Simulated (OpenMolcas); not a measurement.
# One shape, several levels: NH3S (Thiohydroxylamine)

We compute a comparison of 6 runs (UHF/STO-3G, B2PLYP/STO-3G, SVWN5/STO-3G, UB3LYP/STO-3G, r2SCAN/STO-3G, CISD/STO-3G) of NH3S (Thiohydroxylamine). 

The results are computed with OpenMolcas 26.06.

3 further runs of the same task are left out: 1 for a known fault of the program, 1 that didn't finish, 1 set aside as unsound or not needed.

**1. Starting point**

NH3S has 5 atoms, charge 0, and is taken as a singlet. SMILES: `NS`. The N1–H3 distance was set to 2.029 Å, away from the relaxed value. At this shape a bond of the SMILES string is far longer than usual.

Bond lengths: N1–S2 1.719 Å, N1–H4 1.015 Å, S2–H5 1.338 Å. Angles: N1–S2–H5 95.5°, S2–N1–H4 109.7°.

**2. The energy at UHF/STO-3G (run 1)**

Input file coord.xyz:

```xyz
5

N     -0.340558     0.285879    -0.838822
S     -0.009528     1.747649     0.003208
H      0.015040    -1.300690     0.375430
H     -1.313788     0.268559    -1.126332
H      0.937642     2.171719    -0.841982
```

Input file job.input:

```
&GATEWAY
 BasLib
 $CurrDir
 Coord
 coord.xyz
 Basis
 STO-3G
 Group
 NoSym

&SEWARD

&SCF
 UHF
 Thresholds
 1e-10 1e-07 1e-07 1e-05
 Scramble
 0.25
 PrOrbitals
 1 1
```

The basis set STO-3G is read from a file made from the Basis Set Exchange's data (not shown).

Run with:

```
export MOLCAS_MEM=1860
pymolcas job.input > job.log
```

What it wrote:

```text
--- Start Module: gateway ---
[...]
--- Stop Module: gateway /rc=_RC_ALL_IS_WELL_ ---
--- Start Module: seward ---
[...]
      Basis functions           17
--- Stop Module: seward /rc=_RC_ALL_IS_WELL_ ---
--- Start Module: scf ---
[...]
       Convergence after  24 Iterations
[...]
::    Total SCF energy                               -448.4765818077
[...]
      Total spin, S                                     0.5914880336
[...]
      Total electronic charge=   26.000000
      Total            charge=   -0.000000
[...]
      Dipole Moment (debye):
      Origin of the operator (angstrom)=   -0.1110    1.2455   -0.2704
                   X= -7.2487E-01               Y=  9.3202E-01               Z= -3.3902E-01           Total=  1.2284E+00
      Quadrupole Moment (debye*angstrom):
[...]
--- Stop Module: scf /rc=_RC_ALL_IS_WELL_ ---
[...]
```

Run time: 1.8 s. Hardware: 1 thread of Arm Neoverse V1, shared host; peak memory 0.37 GiB.

**3. The energy at B2PLYP/STO-3G (run 2)**

coord.xyz is that of step 2.

Input file job.inp:

```
>>> EXPORT MOLCAS_PRINT=2

&GATEWAY
  BasLib=$CurrDir
  Coord=coord.xyz
  Basis=STO-3G
  Group=NoSym

&SEWARD
  GridInput
  Grid=UltraFine
  End of Grid

&SCF
  KSDFT=B2PLYP_SCF
  Thresholds=1e-10 1e-07 1e-07 1e-05
  PrOrbitals=1 1

&MBPT2
  Frozen=6
```

The basis set STO-3G is read from a file made from the Basis Set Exchange's data (not shown).

Run with:

```
export MOLCAS_MEM=1860
pymolcas job.inp > job.log
```

What it wrote:

```text
--- Start Module: gateway ---
[...]
--- Stop Module: gateway /rc=_RC_ALL_IS_WELL_ ---
[...]
      Basis functions           17
[...]
--- Start Module: scf ---
[...]
       Convergence after  15 Iterations
[...]
::    Total KS-DFT energy                            -449.0578508035
[...]
      Total spin, S                                     0.0000000000
[...]
      Total electronic charge=   26.000000
      Total            charge=   -0.000000
[...]
      Dipole Moment (debye):
      Origin of the operator (angstrom)=   -0.1110    1.2455   -0.2704
                   X= -6.4182E-01               Y=  9.4076E-01               Z=  7.0137E-02           Total=  1.1410E+00
      Quadrupole Moment (debye*angstrom):
[...]
--- Stop Module: scf /rc=_RC_ALL_IS_WELL_ ---
[...]
--- Start Module: mbpt2 ---
[...]
 ###    WARNING: MP2 implementation intended for RHF references only         ###
 ###############################################################################
MBPT2 WARNING: Reference function according to RunFile:KS-DFT
I'll assume you know what you're doing and continue
WARNING!
Default frozen orbitals as non valence orbitals is overwritten by user input.
Default values:   6
[...]
       Reference weight ( Cref**2 )         =        0.79878
::    Total MBPT2 energy                             -449.2590485508
[...]
      Total MBPT2 calculations                           0.03      0.03
--- Stop Module: mbpt2 /rc=_RC_ALL_IS_WELL_ ---
[...]
```

It took 4.5 s on 1 thread of Arm Neoverse V1, shared host; peak memory 0.37 GiB.

**4. A single-point energy at SVWN5/STO-3G (run 3)**

coord.xyz is that of step 3.

Input file job.input:

```
>>> EXPORT MOLCAS_PRINT=2
&GATEWAY
BasLib=$CurrDir
Coord=coord.xyz
Basis=STO-3G
Group=NoSym
&SEWARD
GridInput
Grid=UltraFine
End of Grid
&SCF
KSDFT=SVWN5
Thresholds=1e-10 1e-07 1e-07 1e-05
PrOrbitals=1 1
```

The basis set STO-3G is read from a file made from the Basis Set Exchange's data (not shown).

Run with:

```
export MOLCAS_MEM=1860
pymolcas job.input > job.log
```

What it wrote:

```text
--- Start Module: gateway ---
[...]
--- Stop Module: gateway /rc=_RC_ALL_IS_WELL_ ---
--- Start Module: seward ---
[...]
      Basis functions           17
--- Stop Module: seward /rc=_RC_ALL_IS_WELL_ ---
--- Start Module: scf ---
[...]
       Convergence after  21 Iterations
[...]
::    Total KS-DFT energy                            -447.4920446756
[...]
      Total spin, S                                     0.0000000000
[...]
      Total electronic charge=   26.000000
      Total            charge=   -0.000000
[...]
      Dipole Moment (debye):
      Origin of the operator (angstrom)=   -0.1110    1.2455   -0.2704
                   X= -5.6616E-01               Y=  1.1400E+00               Z=  1.4713E-02           Total=  1.2730E+00
      Quadrupole Moment (debye*angstrom):
[...]
--- Stop Module: scf /rc=_RC_ALL_IS_WELL_ ---
[...]
```

It took 4.8 s on 1 thread of Arm Neoverse V1, shared host; peak memory 0.37 GiB.

Runs 4 to 5 aren't shown in full; the table further down has their settings and results.

**5. The energy at CISD/STO-3G (run 6)**

coord.xyz is that of step 4.

Input file job.inp:

```
&GATEWAY
 BASLIB
 $CurrDir
 COORD
 coord.xyz
 BASIS
 STO-3G
 GROUP
 NoSym

&SEWARD

&SCF
 THRESHOLDS
 1e-10 1e-07 1e-07 1e-05
 PRORBITALS
 1 1

&MOTRA
 FROZEN
 6

&GUGA
 ELECTRONS
 14
 SPIN
 1
 INACTIVE
 7
 ACTIVE
 0
 CIALL
 1

&CPF
 SDCI
```

The basis set STO-3G is read from a file made from the Basis Set Exchange's data (not shown).

Run with:

```
export MOLCAS_MEM=1860
pymolcas job.inp > job.log
```

What it wrote:

```text
--- Start Module: gateway ---
[...]
--- Stop Module: gateway /rc=_RC_ALL_IS_WELL_ ---
[...]
      Basis functions           17
[...]
       Convergence after  17 Iterations
[...]
::    Total SCF energy                               -448.3561326741
[...]
      Total spin, S                                     0.0000000000
[...]
      *** WARNING: Default frozen orbitals is overwritten by user input.
      *** Default values:   6
[...]
--- Start Module: guga ---
[...]
--- Stop Module: guga /rc=_RC_ALL_IS_WELL_ ---
--- Start Module: cpf ---
[...]
      Active orbitals                            0       0
[...]
      Spin quantum number                      0.0
[...]
     FINAL CI ENERGY          -448.54736652
     FINAL CORRELATION ENERGY   -0.19123384  REFERENCE ENERGY    -448.35613267
[...]
     REL. CI ENERGY           -448.54736652
[...]
      Total electronic charge=   26.000000
      Total            charge=    0.000000
[...]
      Dipole Moment (debye):
      Origin of the operator (angstrom)=   -0.1110    1.2455   -0.2704
                   X= -7.0031E-01               Y=  8.4231E-01               Z= -4.2275E-02           Total=  1.0962E+00
      Quadrupole Moment (debye*angstrom):
[...]
--- Stop Module: cpf /rc=_RC_ALL_IS_WELL_ ---
[...]
```

Run time: 1.6 s. Hardware: 1 thread of Arm Neoverse V1, shared host; peak memory 0.37 GiB.

**6. All runs side by side**

| run | level | scramble | frozen core orbitals | energy (Eh) | dipole moment (D) of the reference | HOMO energy (eV) | LUMO energy (eV) | wall time |
| --- | --- | --- | --- | --- | --- | --- | --- | --- |
| 1 | UHF/STO-3G | 0.25 | – | -448.476582 | 1.23 | -7.29 | 8.34 | 1.8 s |
| 2 | B2PLYP/STO-3G | – | 6 | -449.112174 | 1.14 | -4.78 | 1.55 | 4.5 s |
| 3 | SVWN5/STO-3G | – | – | -447.492045 | 1.27 | -2.01 | -0.28 | 4.8 s |
| 4 | UB3LYP/STO-3G | 0.25 | – | -449.391161 | 1.23 | -3.43 | 0.82 | 11 s |
| 5 | r2SCAN/STO-3G | – | – | -449.335574 | 1.44 | -2.74 | -0.60 | 6.6 s |
| 6 | CISD/STO-3G | – | 6 | -448.547367 | 0.97 | -6.37 | 3.99 | 1.6 s |

**7. Results**

| quantity | value |
| --- | --- |
| run 6: total energy | -448.54737 Eh |
| run 6: dipole moment (mean-field density) | 0.97 D |
| run 6: HOMO energy (Hartree–Fock orbitals) | -6.37 eV |
| run 6: LUMO energy (Hartree–Fock orbitals) | 3.99 eV |
| run 6: HOMO–LUMO gap (Hartree–Fock orbitals) | 10.36 eV |
| run 6: correlation energy (6 core orbitals frozen) | -191.2 mEh |

What this shows: Over runs 1, 2, 3, 4, 5 the dipole moment (its size) runs from 1.14 D (B2PLYP/STO-3G) to 1.44 D (r2SCAN/STO-3G). A double hybrid's value is that of its SCF part. Over runs 1, 2, 3, 4, 5 the HOMO–LUMO gap runs from 1.73 eV (SVWN5/STO-3G) to 15.63 eV (UHF/STO-3G). For B2PLYP the log adds the whole second-order term; the table takes 0.27 of it, as the functional is defined. Totals of different functionals can't be ranked against each other. In runs 1, 2, 3, 4, 5, 6 the basis is minimal, so the values are rough. In runs 2, 3, 5, 6 a closed-shell determinant meets a far-stretched bond, which it describes badly. Spin contamination of the reference: run 1 ⟨S²⟩ = 0.94, run 4 ⟨S²⟩ = 0.70. Where it is this large, the reference is a mixture of spin states, and values that rest on it are in doubt. All runs together took 30 s, the longest 11 s.
